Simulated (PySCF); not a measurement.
Input of a run (PBE0-D3(BJ)/def2-SVP geometry optimisation, gas phase (PySCF 2.14.0)), started from GFN2-xTB:
```
{"job": {"xc": "PBE0", "basis": "def2-SVP", "d3": "d3bj", "grid": 1, "kind": "geom"}, "charge": 0, "multiplicity": 1}
N     -1.389474    -0.139506    -0.280502
B     -0.147553    -0.266824     0.295050
P      1.367085     0.560368    -0.584566
H     -2.234138    -0.527671     0.107415
H     -1.551971     0.353362    -1.144667
H     -0.032873    -0.861276     1.298175
H      2.274373    -0.427932    -0.236455
H      1.723608     1.318891     0.520985
```

Output (energies in Eh, forces in Eh/bohr):
```
step   0  E = -423.59672206  max force = 0.022221
step   1  E = -423.59929899  max force = 0.004528
step   2  E = -423.59939577  max force = 0.000963
step   3  E = -423.59939814  max force = 0.001139
step   4  E = -423.59941414  max force = 0.000415
step   5  E = -423.59942693  max force = 0.000274
optimisation converged
```

Task: Summarise the run.

Result: The energy falls by 7.1 kJ/mol over 6 energy and gradient evaluations, the largest force component goes from 0.0222 to 2.7e-04 Eh/bohr, and the atoms move by 0.041 Å rms after alignment. Among the bonds, P3–H7 and P3–H8 change most and about equally (+0.043 Å). Bonds longer at the end by more than 0.005 Å: 7 of 7; shorter: 0. The energy never rose by more than 1e-6 Eh on the way. The first step brought 95 % of the lowering.

Task: What are the final bond lengths?

Result: N1–B2 1.387 Å, B2–P3 1.956 Å, N1–H4 1.013 Å, N1–H5 1.014 Å, B2–H6 1.210 Å, P3–H7 1.429 Å, P3–H8 1.431 Å. Numbering counts from 1 in the input's order; the species is `NBP` (BH5NP).

The run used 71 basis functions and 34 SCF cycles in all.

PBE0-D3(BJ)/def2-SVP frequencies: not computed here. The numbers are those of one conformer.

Conformer computed: `[NH2:1][BH:2][PH2:3]`: H–N1–B2–P3 -179°, H–N1–B2–P3 1°, H–P3–B2–N1 -148°, H–P3–B2–N1 119°.
